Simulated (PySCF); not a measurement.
One of the candidates below gave these computed data.

All candidates are C3H4O.

| technique | computed result |
| --- | --- |
| Rotational structure | rotational constants A, B, C: 35.627, 4.682, 4.248 GHz [PBE0-D3(BJ)/def2-TZVP] |
| UV, first state | lowest singlet excitation: 6.04 eV (205 nm, f = 0.000) [TDDFT CAM-B3LYP/aug-cc-pVTZ] |
| NMR, other nuclei | isotropic shieldings of nuclei other than C and H, by class: 307 (1 O) ppm [GIAO B97-2/pcSseg-2] |
| Couplings | largest of the computed one-bond spin–spin couplings (means over like bonds): 13C–1H +271.6, 13C–13C +205.1, 13C–1H +147.0 (×2), 13C–13C +83.1, 17O–1H -73.1, 17O–13C +17.0 Hz [B3LYP/pcJ-2] |
| 13C NMR | chemical shifts (computed TMS as zero) by class: 85.5 (1 C), 78.4 (1 C), 56.1 (1 C) ppm [GIAO B97-2/pcSseg-2] |
| Polarisability | 41.4 au [CAM-B3LYP/aug-cc-pVTZ] |
| Triplet | lowest triplet excitation (Tamm–Dancoff): 5.36 eV [TDA CAM-B3LYP/aug-cc-pVTZ] |
| 1H NMR | chemical shifts (computed TMS as zero) by class: 4.52 (2 H), 2.00 (1 H), 0.12 (1 H) ppm [GIAO B97-2/pcSseg-2] |
| Dipole | 1.92 D [CAM-B3LYP/aug-cc-pVTZ] |
| UV, strongest line | among the 10 lowest singlet transitions: S8 at 7.69 eV (161 nm, f = 0.092) [TDDFT CAM-B3LYP/aug-cc-pVTZ] |

The electronic properties come from PySCF, for the isolated species, density fitting. Levels stand in brackets. One conformer (not necessarily the lowest) at the PBE0-D3(BJ)/def2-TZVP geometry, without solvent, vibrations or thermal averaging. Each NMR value is the plain mean over a class of atoms that symmetry, rotation or inversion makes alike.

Question: Which candidate is it?
A. `CC=C=O`
B. `C#CCO`
C. `O=C1CC1`

Answer: B. It is `C#CCO`. Numbering: `[CH:1]#[C:2][CH2:3][OH:4]`. Its formula, C3H4O, gives 2 degrees of unsaturation: 0 rings and 2 π bonds in the structure found. 3 carbons fall into 3 classes; from least to most shielded: alkyne carbon [C2] (85.5 ppm), terminal alkyne carbon [C1] (78.4 ppm), carbinol carbon (C–OH) [C3] (56.1 ppm). Hydrogen classes from least to most shielded: 2 H on a carbinol carbon (C–OH), C3 (4.52 ppm), 1 H on a terminal alkyne carbon, C1 (2.00 ppm), 1 H on an alcohol oxygen, O4 (0.12 ppm). The other shieldings belong to: 307 ppm, alcohol oxygen [O4]. The couplings run between: +271.6 Hz, terminal alkyne carbon [C1] and its hydrogen; +205.1 Hz, terminal alkyne carbon [C1] and alkyne carbon [C2]; +147.0 Hz, carbinol carbon (C–OH) [C3] and its hydrogen (with 1 like pair); +83.1 Hz, alkyne carbon [C2] and carbinol carbon (C–OH) [C3]; -73.1 Hz, alcohol oxygen [O4] and its hydrogen; +17.0 Hz, alcohol oxygen [O4] and carbinol carbon (C–OH) [C3]. The optimised geometry has point group Cs and is an asymmetric top.

The others, at the same levels:
- `O=C1CC1` fails: its computed lowest singlet excitation is 3.82 eV (324 nm, f = 0.000) (against 6.04 eV), lowest triplet excitation (Tamm–Dancoff) is 3.27 eV (against 5.36 eV) and strongest line among the 10 lowest singlet transitions is S9 at 7.97 eV (156 nm, f = 0.071) (against S8 at 7.69 eV).
- `CC=C=O` fails: its computed lowest singlet excitation is 3.61 eV (343 nm, f = 0.000) (against 6.04 eV), lowest triplet excitation (Tamm–Dancoff) is 3.26 eV (against 5.36 eV) and strongest line among the 10 lowest singlet transitions is S6 at 7.38 eV (168 nm, f = 0.100) (against S8 at 7.69 eV).

Each candidate is one conformer, not necessarily the lowest. The conformers computed, where there is a choice (atom-mapped SMILES and torsion angles):
- `[CH:1]#[C:2][CH2:3][OH:4]`: H–O4–C3–C2 180°
